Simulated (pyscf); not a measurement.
PySCF, gas phase, ωB97X-D3(BJ)/def2-SVP geometries.

How much does it cost (ΔH, 298 K, ωB97M-D3(BJ)/def2-TZVP) to split H₂C=CH–CH₂–CH₂–CH₃ at its C–C bond into •H₂C–CH=CH₂ + •H₂C–CH₃?

C–C to •H₂C–CH=CH₂ + •H₂C–CH₃: 3.18 eV. The 7 functionals that were run give +2.69 (r²SCAN) to +3.22 eV (M06-2X). The radicals are drawn with the spin at the cut bond; how far it spreads was not checked. Other isomers of •H₂C–CH=CH₂, •H₂C–CH₃ were not searched in full and may lie lower.
